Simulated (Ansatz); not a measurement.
# C₂H₃Si− (SMILES [CH-]=C=[SiH2]): functionals against CCSD(T) at one geometry

The atoms stand at a structure displaced at random from a GFN2-xTB minimum. How far do the functionals agree with CCSD(T) there?

Program: Ansatz 0.2.0, Gaussian basis. Level of theory: single points in def2-TZVPPD. These are calculated values, not measurements.

Cores are frozen in the correlated methods.

## (1) The starting structure

6 atoms, charge -1, spin multiplicity 1.

Atoms are counted from 1 here; the program's logs count them from 0.

Bond lengths: C1–C2 1.234 Å, C1–H4 1.109 Å, C2–Si3 1.942 Å, Si3–H5 1.508 Å, Si3–H6 1.690 Å. Angles: C2–C1–H4 177.8°, C1–C2–Si3 166.1°, C2–Si3–H5 111.6°, C2–Si3–H6 100.4°, H5–Si3–H6 97.8°.

Geometry (Å):

```xyz
6

C    -0.6470   -1.6259   -0.1747
C    -0.2661   -0.4661    0.0083
Si   -0.0108    1.4588   -0.0058
H    -0.9487   -2.6797   -0.3410
H     1.1934    1.8531   -0.8236
H     0.6678    1.6883    1.5246
```

## (2) CCSD(T)/def2-TZVPPD

run/in.yaml

```yaml
crystal:
  periodic: [false, false, false]
  atoms:
    - {symbol: C, position_ang: [-0.647000, -1.625900, -0.174700]}
    - {symbol: C, position_ang: [-0.266100, -0.466100, 0.008300]}
    - {symbol: Si, position_ang: [-0.010800, 1.458800, -0.005800]}
    - {symbol: H, position_ang: [-0.948700, -2.679700, -0.341000]}
    - {symbol: H, position_ang: [1.193400, 1.853100, -0.823600]}
    - {symbol: H, position_ang: [0.667800, 1.688300, 1.524600]}
basis:
  gaussian: {orbitals: "def2-TZVPPD.json"}
total_charge: -1
correlation: {method: ccsd_t}
output: {forces: true}
```

The basis file named in the input lies beside it (Basis Set Exchange, JSON).

No record of the launch command was kept for these runs.

## (3) PBE0-D4/def2-TZVPPD

run/in.yaml: that of step 2 with these lines changed.

```diff
@@ -12,3 +12,3 @@
 total_charge: -1
-correlation: {method: ccsd_t}
-output: {forces: true}
+hamiltonian: {xc: pbe0, dispersion: d4}
+output: {forces: true, orbitals: {seedname: orbitals}}
```

## (4) wB97M-V/def2-TZVPPD

run/in.yaml: that of step 3 with these lines changed.

```diff
@@ -12,3 +12,3 @@
 total_charge: -1
-hamiltonian: {xc: pbe0, dispersion: d4}
-output: {forces: true, orbitals: {seedname: orbitals}}
+hamiltonian: {xc: {name: wB97M-V}}
+output: {forces: true}
```

## (5) r2SCAN-D4/def2-TZVPPD

run/in.yaml: that of step 4 with these lines changed.

```diff
@@ -12,3 +12,3 @@
 total_charge: -1
-hamiltonian: {xc: {name: wB97M-V}}
+hamiltonian: {xc: r2scan, dispersion: d4}
 output: {forces: true}
```

## (6) PBE-D4/def2-TZVPPD

run/in.yaml: that of step 5 with these lines changed.

```diff
@@ -12,3 +12,3 @@
 total_charge: -1
-hamiltonian: {xc: r2scan, dispersion: d4}
+hamiltonian: {xc: pbe, dispersion: d4}
 output: {forces: true}
```

## (7) B97M-V/def2-TZVPPD

run/in.yaml: that of step 6 with these lines changed.

```diff
@@ -12,3 +12,3 @@
 total_charge: -1
-hamiltonian: {xc: pbe, dispersion: d4}
+hamiltonian: {xc: {name: B97M-V}}
 output: {forces: true}
```

## (8) SPW92/def2-TZVPPD

run/in.yaml: that of step 7 with these lines changed.

```diff
@@ -12,3 +12,3 @@
 total_charge: -1
-hamiltonian: {xc: {name: B97M-V}}
+hamiltonian: {xc: lda}
 output: {forces: true}
```

(Steps that only read results are left out.)

**Question.** What will these runs give? Wanted: RMS force component; RMS force error; HOMO and LUMO, PBE0-D4; T1 diagnostic.

The runs gave:

```
              quantity                                                                                        value
   RMS force component                                                         0.721 to 0.804 eV/Å over the methods
       RMS force error  PBE0-D4 0.325, wB97M-V 0.476, r2SCAN-D4 0.204, PBE-D4 0.181, B97M-V 0.295, SPW92 0.290 eV/Å
HOMO and LUMO, PBE0-D4                                                                             0.04 and 3.91 eV
         T1 diagnostic                                                                                        0.016
```

**Reading.** On forces the order runs from PBE-D4 to wB97M-V. Frozen-core CCSD(T) forces in triple zeta carry basis errors of their own, and this is one geometry, so small gaps rank nothing.
